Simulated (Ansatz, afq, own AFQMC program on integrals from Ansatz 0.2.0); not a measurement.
Two steps: Ansatz 0.2.0 writes the Fock matrix and Cholesky factors of the valence space, and afq projects on them the lowest state that overlaps trial and start.

```yaml
crystal:
  periodic: [false, false, false]
  atoms:
    - {symbol: H, position_ang: [0.000000, 0.000000, -0.918667]}
    - {symbol: H, position_ang: [0.000000, 0.000000, -0.063667]}
    - {symbol: F, position_ang: [0.000000, 0.000000, 0.982333]}
basis:
  gaussian: {orbitals: cc-pVTZ}
magnetization: {spin_polarized: true, initial_magnetization: 1}
correlation: {method: ccsd_t, electrons: outside_noble_gas, hamiltonian_folder: ham}
```

```sh
$ ansatz run in.yaml --threads 1 --pin off --events-out ev --progress --plain --max-ram 16896MiB --backend cuda --devices 0, --max-vram 18GiB
```

afq runs on the folder ham with

```
--method phaseless --trial cisd --walkers 4000 --populations 20 --least-time 60 --time-step 0.005 --steps-per-block 50 --equilibration-blocks 28 --max-blocks 4000 --target-error 0.00018 --factor-cut 1e-05 --start spin_pure --seed 2962 --release-times 0.24,0.51,0.99,1.62,2.4 --release-step 0.03 --release-every 3 --taylor-order 6
```

Times are imaginary, in 1/Eh. The walk had a cap of 192 s. With eight or more populations the least sampling time is a fifth of least-time, and the error comes from their spread.

Log:

```
orbitals 57  electrons 5 4  factors 337 of 338
reference energy -100.50873444 Eh
CCSD correlation -0.28758623 Eh in 10 cycles, weight of the determinant in the CISD state 0.9394
energy of the start -100.795210 Eh
 block  time / (1/Eh)  mean weight  energy / Eh
     1     0.250  0.9999  -100.797533
     2     0.500  0.9998  -100.800560
     3     0.750  0.9998  -100.802195
     4     1.000  1.0010  -100.802412
     5     1.250  0.9996  -100.802622
     8     2.000  1.0001  -100.803692
    11     2.750  1.0000  -100.803536
    14     3.500  0.9996  -100.802897
    17     4.250  0.9998  -100.804608
    20     5.000  1.0002  -100.804205
    23     5.750  0.9998  -100.803209
    26     6.500  1.0000  -100.804270
    29     7.250  0.9998  -100.804676
    30     7.500  0.9996  -100.805011
    32     8.000  0.9998  -100.803496
    35     8.750  0.9997  -100.803121
    38     9.500  0.9996  -100.803589
    41    10.250  0.9998  -100.802633
    44    11.000  0.9994  -100.804504
    47    11.750  1.0004  -100.804567
    50    12.500  1.0007  -100.804361
    53    13.250  0.9998  -100.804144
    56    14.000  0.9999  -100.803691
    59    14.750  1.0005  -100.804576
    62    15.500  0.9999  -100.802369
    65    16.250  0.9994  -100.803824
    68    17.000  0.9996  -100.803899
    71    17.750  1.0002  -100.803706
    74    18.500  0.9995  -100.803789
    77    19.250  1.0007  -100.803444
    78    19.500  1.0004  -100.803740
error from the spread of 20 populations
released: time / (1/Eh)  energy / Eh  error  mean overlap
  0.24  -100.803809  0.000088  0.9967
  0.51  -100.804014  0.000063  0.9931
  0.99  -100.804093  0.000129  0.9853
  1.62  -100.804134  0.000139  0.9713
  2.40  -100.804419  0.000192  0.9538
energy -100.803754 +/- 0.000108 Eh
(rows thinned)
```

The run passed its tests (sampling time, drift between the halves within three errors, error under three times the target), which doesn't prove that it has relaxed.

Against this walk (error 2.9 meV) on the same determinant: CCSD(T) 3.4 meV higher (within the noise), CCSDT(Q) 10.9 meV lower. The error is statistical and leaves out the bias of the constraint. The released energies are still falling (meV from the phaseless value at times in 1/Eh: -1.5 ± 2.4 at 0.24, -7.1 ± 1.7 at 0.51, -9 ± 4 at 0.99, -10 ± 4 at 1.62, -18 ± 5 at 2.40), so they give no level; they do show a bias of the constraint, and the last of them that isn't too noisy lies 7 meV below CCSDT(Q).

Cautions: constraint bias not in the error.

The walk took 48 s on 1 × NVIDIA H100 80GB HBM3 with 2 threads of AMD EPYC 7R13 Processor (Zen 3), on a shared host (the card was shared). The log's last line is the phaseless energy.

CCSDT and higher add their correlation energy to the determinant of the CCSD(T) run, since their own runs factorise the integrals more tightly (a shift of under 2 meV). A walk keeps the symmetry of its determinant, which the program's search chose and which needn't be the lowest solution, so a lower state of the same spin and another symmetry isn't excluded.
